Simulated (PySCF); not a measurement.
H4Si.

```xyz
5

Si     0.0000     0.0000     0.0000
H      0.8559    -0.8559    -0.8559
H     -0.8559    -0.8559     0.8559
H     -0.8559     0.8559    -0.8559
H      0.8559     0.8559     0.8559
```

Geometry optimised at ωB97X-D3(BJ)/def2-TZVPD. The isomer is the one that the SMILES or the coordinates give; other isomers of the formula were not compared.

Level of theory: PBE/pcSseg-2 run with PySCF. Non-relativistic, no solvent.

Task: Give the absolute GIAO shielding of each atom: isotropic value and principal components (ppm). (An estimate is asked for; the answer gives what the named calculation found.)

Result: 
```csv
atom,σ(iso),σ11,σ22,σ33,span
Si1,438.9,438.9,438.9,438.9,0.0
H2,27.8,25.5,25.5,32.2,6.7
H3,27.8,25.5,25.5,32.2,6.7
H4,27.8,25.5,25.5,32.2,6.7
H5,27.8,25.5,25.5,32.2,6.7
```
